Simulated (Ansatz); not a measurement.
# CH5N3: up Jacob's ladder to CCSD(T)

How much do the methods differ for CH5N3? The plan is to run it at one geometry with functionals of several rungs and with coupled cluster. The yardstick is the atomisation energy at the CCSD(T) limit.

Computed with Ansatz 0.2.0, Gaussian basis. Level: functionals in def2-TZVPP, the program's frozen cores in correlated methods.

Levels to be run: LDA (SPW92), PBE-D4, revPBE-D4, BLYP-D4, r2SCAN-D4, B97M-V, PBE0-D4, B3LYP-D4, r2SCANh-D4, r2SCAN0-D4, HSE06-D4, BHLYP-D4, CAM-B3LYP-D4, LC-ωPBE, ωB97X-V, ωB97M-V, B2PLYP, PBE-QIDH; CCSD(T)/def2-SVP; CCSD(T)/def2-TZVPP; MP2/def2-QZVPP; extrapolation to the limit; RPA on PBE.

## Step 1: Structure used throughout

An earlier PBE0-D4 in a triple-zeta def2 set relaxation fixed the geometry.

SMILES `N=C(N)N`, 9 atoms, charge 0, spin multiplicity 1.

Atoms are counted from 1 here; the program's logs count them from 0.

Bond lengths: N1–C2 1.273 Å, N1–H5 1.015 Å, C2–N3 1.383 Å, C2–N4 1.387 Å, N3–H6 1.008 Å, N3–H7 1.008 Å, N4–H8 1.008 Å, N4–H9 1.006 Å. Angles: C2–N1–H5 111.6°, N1–C2–N3 120.2°, N1–C2–N4 127.5°, N3–C2–N4 112.3°, C2–N3–H6 111.5°, C2–N3–H7 115.0°, H6–N3–H7 113.1°, C2–N4–H8 115.0°, C2–N4–H9 114.6°, H8–N4–H9 112.8°.

## Step 2: LDA

This LDA is Slater exchange with PW92 correlation.

File in.yaml:

```yaml
crystal:
  periodic: [false, false, false]
  atoms:
    - {symbol: N, position_ang: [-0.736882, 1.290730, -0.325109]}
    - {symbol: C, position_ang: [-0.066781, 0.238151, -0.071210]}
    - {symbol: N, position_ang: [1.312101, 0.249730, -0.174250]}
    - {symbol: N, position_ang: [-0.556222, -1.003077, 0.307588]}
    - {symbol: H, position_ang: [-1.718899, 1.172334, -0.097265]}
    - {symbol: H, position_ang: [1.644325, 1.102797, -0.595974]}
    - {symbol: H, position_ang: [1.714859, -0.578168, -0.585230]}
    - {symbol: H, position_ang: [0.024607, -1.509187, 0.958274]}
    - {symbol: H, position_ang: [-1.528710, -1.009710, 0.565976]}
basis:
  gaussian: {orbitals: def2-TZVPP}
hamiltonian: {xc: lda}
output: {orbitals: {seedname: orbitals}}
```

Run with:

```bash
ansatz run in.yaml --threads 2 --pin off --events-out ev --progress --plain --max-ram 4352MiB
```

Further steps of the session: PBE-D4 (GGA); revPBE-D4 (GGA); BLYP-D4 (GGA); r2SCAN-D4 (meta-GGA); B97M-V (meta-GGA); PBE0-D4 (hybrid); B3LYP-D4 (hybrid); r2SCANh-D4 (hybrid); r2SCAN0-D4 (hybrid); HSE06-D4 (hybrid); BHLYP-D4 (hybrid); CAM-B3LYP-D4 (range-separated); LC-ωPBE (range-separated); ωB97X-V (range-separated); ωB97M-V (range-separated); B2PLYP (double hybrid); PBE-QIDH (double hybrid); CCSD(T) in def2-SVP; CCSD(T) in def2-TZVPP; MP2 in def2-QZVPP; RPA on PBE orbitals.

Before running them: what should the planned runs give, taken together? Wanted: atomisation energy, CCSD(T)/CBS; farthest beyond LDA; mean size of error, GGA; mean size of error, meta-GGA; mean size of error, hybrid; mean size of error, range-separated; mean size of error, double hybrid; gap, smallest and largest; T1 diagnostic.

The runs gave:

```
                               quantity                                  value
        atomisation energy, CCSD(T)/CBS                         802.0 kcal/mol
functionals within 4.0 kcal/mol (0.5 %)     r2SCAN-D4, B97M-V, LC-ωPBE, B2PLYP
                    farthest beyond LDA                PBE-D4 (+36.1 kcal/mol)
                mean size of error, GGA                          21.8 kcal/mol
           mean size of error, meta-GGA                           1.5 kcal/mol
             mean size of error, hybrid                          14.3 kcal/mol
    mean size of error, range-separated                           8.0 kcal/mol
      mean size of error, double hybrid                           6.0 kcal/mol
              gap, smallest and largest  5.18 eV (BLYP-D4), 12.36 eV (LC-ωPBE)
                          T1 diagnostic                                 0.0126
triples share of the correlation energy                                  4.1 %
```

What this shows: The LDA atomisation energy is off by 146.9 kcal/mol (18 %): it overbinds. PBE-D4 is off by +36.1 kcal/mol. Double hybrids carry the basis error of their MP2 part in triple zeta, and no dispersion term here, so their miss is partly the set-up's. By mean error the best rung here is meta-GGA (1.5 kcal/mol) and the worst beyond LDA is GGA (21.8 kcal/mol). The reference freezes the cores and leaves out relativity and excitations past (T), so misses under about 4.0 kcal/mol can't be ranked. Hartree-Fock recovers 64 % of the binding; the rest is correlation. CCSD(T) in def2-SVP is off by -59.1 kcal/mol, which most functionals beat. Orbital gaps span 5.2 to 12.4 eV; exact exchange widens them.
